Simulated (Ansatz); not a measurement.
**How far each method lies from full CI for HAl–CH⁺, quintet**

Geometry: that of the HAl–CH, quartet, kept fixed. The triplet lies 3.3 eV lower here.

```xyz
4

Al    0.0000   -0.0744    0.6134
C     0.0000    0.0101   -1.3080
H     0.0000    1.3217    1.4205
H     0.0000    0.5490   -2.2537
```

Basis 6-31G; Ansatz 0.2.0. Only valence electrons are correlated (noble-gas cores frozen), which leaves 8 electrons in 20 orbitals. Prefix R: restricted or restricted open-shell reference; prefix U: unrestricted. Active spaces: valence = (8e, 10o) chosen from the atoms' valence shells.

Full CI is exact within this basis and frozen core; it isn't the basis-set limit. The frozen core follows each run's orbitals, which can shift R against U totals by a few meV.

For open shells CISD is restricted-active-space CI with the open shells as a complete middle space.

The UHF ⟨S²⟩ is 6.054 and the T1 diagnostic (RCCSD) is 0.0645. The largest doubles amplitude (RCCSD) is 0.071 and the T1 diagnostic (UCCSD) is 0.0316.

```
                   level  E − E(full CI) (kJ/mol)  share of correlation (%)    wall time
                     RHF                    264.1                      0.00            –
                     UHF                    234.9                     11.05            –
                    RMP2                     76.7                     70.97            –
                    UMP2                     70.1                     73.47            –
                    CISD                     16.6                     93.70       0.79 s
                   RCCSD                      9.7                     96.34            –
                   UCCSD                      7.4                     97.21            –
                RCCSD(T)                      2.6                     99.03          1 s
                UCCSD(T)                      2.3                     99.14       0.61 s
                 BCCD(T)                      2.7                     98.99        1.1 s
                  RCCSDT                      0.5                     99.81            –
                  UCCSDT                      0.3                     99.87            –
               RCCSDT(Q)                      0.1                     99.97        2.7 s
               UCCSDT(Q)                     -0.1                    100.04        2.3 s
                 RCCSDTQ                      0.0                    100.00  24 s (H100)
                 UCCSDTQ                     -0.1                    100.05  15 s (H100)
  CASSCF (valence space)                     71.7                     72.86            –
  NEVPT2 (valence space)                     19.7                     92.56        2.1 s
  MRCISD (valence space)                      4.0                     98.48            –
MRCISD+Q (valence space)                      2.9                     98.90        4.6 s
```

The correlation energy at full CI, counted from RHF, is -2.737 eV. That run took 18 s on 2 threads of AMD EPYC 7R13 with a shared H100 80 GB, shared host over 3,702,784 determinants.

Times hold each run's SCF and search for its determinant on a shared host, so for small cases they say little of a method's own cost; rows without a card ran on 1 thread of AMD EPYC 7R13.

The full-CI state has the irrep A'' of Cs, in the program's axes.

Natural occupations of full CI about the gap: 1.968 1.922 1.024 0.990 0.984 0.979 0.035 0.029 0.029 0.020; effectively unpaired electrons, Σ n²(2−n)², 4.04.
